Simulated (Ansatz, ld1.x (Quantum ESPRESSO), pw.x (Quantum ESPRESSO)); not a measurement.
# Ba (Z = 56): does the TM potential hold in the solid?

```json
{
  "Element": "barium",
  "Generator": "ld1.x (Quantum ESPRESSO) 7.5",
  "Type": "norm-conserving Troullier–Martins (Kleinman–Bylander form)",
  "Functional": "PBE",
  "Relativity": "scalar-relativistic",
  "Frozen core": "[Xe]",
  "Valence charge": "2",
  "Reference configuration": "5d0 6s0.5 6p0 (charge +1.5)",
  "Partial waves": "6p (bound, empty): rc 4.10 bohr; 5d (bound, empty): rc 3.95 bohr; 6s (bound): rc 3.15 bohr",
  "Local potential": "the s channel",
  "Core correction": "Bessel-smoothed model core inside 3.15 bohr"
}
```

Atomic tests: cutoffs needed: 6 Ry and 8 Ry (the cutoffs (Ry, on a coarse ladder) from which the occupation-weighted sum of valence levels, in a spherical-Bessel basis at the reference potential, stays within 10 and 1 mRy of its value at 400 Ry); ghost test: no extra level below or beside the all-electron valence levels (p, d, s, f tested) (spherical-Bessel basis up to 400 Ry, 20 bohr box); largest excitation error: -87 meV (all-electron minus pseudo) for 5d1 6s1 6p0, out of 7 test configurations.

Crystal test: bcc Ba in pw.x 7.5, no spin, 9³ k-points, Fermi–Dirac smearing 0.01 Ry, cutoffs 50/200 Ry. The reference is all-electron LAPW (Ansatz 0.2.0) with the same functional, mesh and smearing; V0 and B0 come from Birch–Murnaghan fits to the pressures at five volumes. Errors are pseudo minus all-electron; Δ is the rms difference of the E(V) curves that follow from these fits, minima aligned, over ±6 % about the mean V0. Mesh and smearing are coarse, so the numbers serve the comparison and aren't converged zero-temperature values; the lattice is a test structure that the element need not adopt.

All-electron: a0 = 5.031 Å (V0 = 63.67 Å³/atom), B0 = 8.4 GPa.

Task: How far does the potential miss the all-electron equation of state?

Result: mean pressure error (GPa): +0.47; a0 (Å): 5.109; a0 error (%): +1.56; B0 error (%): +10.1; Δ (meV/atom): 5.9. This is a poor potential for the solid. The logarithmic derivative shows an extra or strongly shifted pseudo pole above the reference energy (s near 0.82 Ry).

```tsv
V (Å³/atom)	P all-electron (GPa)	P pseudo (GPa)
60.428	0.47	1.07
62.018	0.23	0.76
63.608	0.01	0.47
65.198	-0.19	0.22
66.788	-0.38	-0.01
```

Task: At the middle volume, how do free energy and pressure move when the wave cutoff is lowered (ecutrho kept at four times it)?

Result:

```json
{"cutoff (Ry)": "22", "shift of F (meV/atom)": "+1.9", "shift of P (GPa)": "-0.01"}
{"cutoff (Ry)": "30", "shift of F (meV/atom)": "+0.7", "shift of P (GPa)": "+0.00"}
{"cutoff (Ry)": "40", "shift of F (meV/atom)": "+0.1", "shift of P (GPa)": "+0.00"}
```

The run at the middle volume (35 k-points, 7 iterations) took about 8.8 s on one core of a shared host (Neoverse-V1, 32 threads, 247 GiB, load 24).
